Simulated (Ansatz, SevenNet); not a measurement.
## Ladder of methods for the elastic constant C11 of zinc-blende AlAs

Reference value: 120 ± 1 GPa (measured, temperature not stated, not corrected to a static lattice; as tabulated in Krieger et al. (1995), doi:10.1063/1.114098).

Q: What do SevenNet-l3i5, LDA, PBE, LC-ωPBE, Hartree–Fock give, and how far is each from the reference?

A: 
| level (code) | value (GPa) | cell (Å³/atom) | difference (%) |
|---|---|---|---|
| SevenNet-l3i5 | 92.6 | 23.57 | -23 |
| LDA (Ansatz) | 113 | 22.29 | -5.8 |
| PBE (Ansatz) | 104 | 23.50 | -13.3 |
| LC-ωPBE (Ansatz) | 135 | 22.14 | +12.5 |
| Hartree–Fock (Ansatz) | 134 | 23.70 | +11.7 |

The reference's temperature isn't stated, so close values are not ranked against it.

The reference isn't brought to a static lattice, while the calculations are for one, so the differences are not the levels' errors alone. A static lattice is as a rule stiffer than a warm one, by over a tenth in soft solids.  Each level is taken at its own relaxed cell. K meshes differ between the levels. Ansatz's density-functional and Hartree–Fock values are scalar-relativistic unless marked +SOC, with PAW data made under PBE.

Machine-learned potentials (SevenNet-l3i5) are trained on DFT data: a solid inside that data is no test of them.

Differences are worked out from the printed values.

Ansatz is an electronic-structure program.
